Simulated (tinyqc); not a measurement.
The integration grid: Kohn-Sham B3LYP on finer and finer grids in the sto-6g basis, for LiH+, spin multiplicity 2. Computed by the program tinyqc with PySCF. Command: `OMP_NUM_THREADS=1 python tinyqc.py 114421 114422 out.jsonl`; one thread of a shared host (Intel(R) Xeon(R) Processor @ 2.60GHz), about 5 s.

Geometry (angstrom):
```
atom,x,y,z
Li,0.0000,0.0000,0.0000
H,0.0000,0.0000,1.9170
```

Self-consistent on each grid; the net force on the molecule should vanish.

Kohn-Sham energy on Becke grids (radial x angular points per atom):
```
grid,points,residual of the electron count,E (hartree),E - finest (mhartree),largest net force without grid terms (hartree/bohr)
10 x 14,274,9.60e-03,-7.768586,-5.569118,3.29e-02
15 x 26,771,1.32e-03,-7.766488,-3.470981,1.71e-02
20 x 50,1989,7.91e-04,-7.763206,-0.189275,9.76e-04
30 x 86,5143,1.01e-04,-7.763042,-0.025139,1.03e-04
50 x 194,19362,-6.65e-06,-7.763015,0.002097,5.71e-06
75 x 302,45216,1.25e-06,-7.763017,-0.000360,2.41e-06
120 x 590,141421,1.46e-08,-7.763017,0.000000,3.61e-07
```

The energy is within 0.1 mhartree of the finest grid first at 30 x 86. The error has both signs, since quadrature is not variational. The electron count and the net force are cheap signs of a poor grid.
